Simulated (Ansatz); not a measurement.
# CH5N3: the cost of one run

Program: the Python package of Ansatz 0.2.0. The levels of theory stand in the script. These are calculated values, not measurements.

## (1) The system

Bond lengths: N1–C2 1.213 Å, C2–N3 1.313 Å, C2–N4 1.300 Å, N1–H5 1.059 Å, N3–H6 1.035 Å, N3–H7 1.024 Å, N4–H8 0.989 Å, N4–H9 1.094 Å. Angles: N1–C2–N3 120.3°, N1–C2–N4 129.7°, N3–C2–N4 110.1°, C2–N1–H5 111.5°, C2–N3–H6 111.3°, C2–N3–H7 116.0°, H6–N3–H7 109.1°, C2–N4–H8 115.8°, C2–N4–H9 111.9°, H8–N4–H9 108.6°.

No structure file is read: the coordinates are typed or built in the script.

## (2) The script

torsion.py

```python
"""Rigid torsion scan of CH5N3."""

import warnings

import ansatz as az
from ase import Atoms


def main() -> None:
    warnings.simplefilter("ignore", az.DeckWarning)

    atoms = Atoms(["N", "C", "N", "N", "H", "H", "H", "H", "H"], positions=[
        [-0.6741, 1.2475, -0.2626],
        [-0.06, 0.2229, -0.0506],
        [1.2504, 0.2064, -0.1381],
        [-0.501, -0.9581, 0.2687],
        [-1.7198, 1.0919, -0.207],
        [1.6129, 1.0999, -0.5139],
        [1.656, -0.5698, -0.6697],
        [0.0519, -1.4648, 0.9131],
        [-1.5279, -0.9223, 0.6429],
    ])

    # start the scan from a relaxed geometry
    first = az.Crystal.molecule_from_ase(atoms).calculation()
    first = first.basis(gaussian="def2-SVP")
    first = first.functional("pbe0")
    first = first.relax(force_tolerance=0.02, max_steps=80)
    atoms.positions = first.run(threads=1, pin="off").report["positions_ang"]

    start = atoms.get_dihedral(0, 1, 2, 5)
    energies = {}
    for turn in range(0, 360, 40):
        turned = atoms.copy()
        turned.set_dihedral(0, 1, 2, 5, start + turn, indices=[2, 5, 6])
        setup = (
            az.Crystal.molecule_from_ase(turned).calculation()
            .basis(gaussian="def2-SVP")
            .correlation("mp2")
        )
        energies[round((start + turn) % 360)] = setup.run(threads=1, pin="off").report["free_energy_ev"]
    floor = min(energies.values())
    print("dihedral N0-C1-N2-H5 (deg)   E - E(min) (kJ/mol)")
    for angle, e in sorted(energies.items()):
        print(f"{angle:8d} {96.485332 * (e - floor):14.3f}  " + "#" * int(30 * (e - floor) / max(max(energies.values()) - floor, 1e-9)))


if __name__ == "__main__":
    main()
```

## (3) What the engine is handed

The package turns the script's settings into the engine's input (first run):

```yaml
crystal:
  periodic: [false, false, false]
  atoms:
    - { symbol: "N", position_ang: [-0.6741, 1.2475, -0.2626] }
    - { symbol: C, position_ang: [-0.06, 0.2229, -0.0506] }
    - { symbol: "N", position_ang: [1.2504, 0.2064, -0.1381] }
    - { symbol: "N", position_ang: [-0.501, -0.9581, 0.2687] }
    - { symbol: H, position_ang: [-1.7198, 1.0919, -0.207] }
    - { symbol: H, position_ang: [1.6129, 1.0999, -0.5139] }
    - { symbol: H, position_ang: [1.656, -0.5698, -0.6697] }
    - { symbol: H, position_ang: [0.0519, -1.4648, 0.9131] }
    - { symbol: H, position_ang: [-1.5279, -0.9223, 0.6429] }
basis:
  gaussian:
    orbitals: def2-SVP
hamiltonian:
  xc: pbe0
relax:
  f_tol: 0.02
  max_steps: 80
```

## (4) The run

On the command line:

```console
$ python torsion.py
```

Q: Estimate wall time and peak memory on 1 thread of Arm Neoverse V2, shared host.

About 25 s, with a peak of 0.22 GiB.
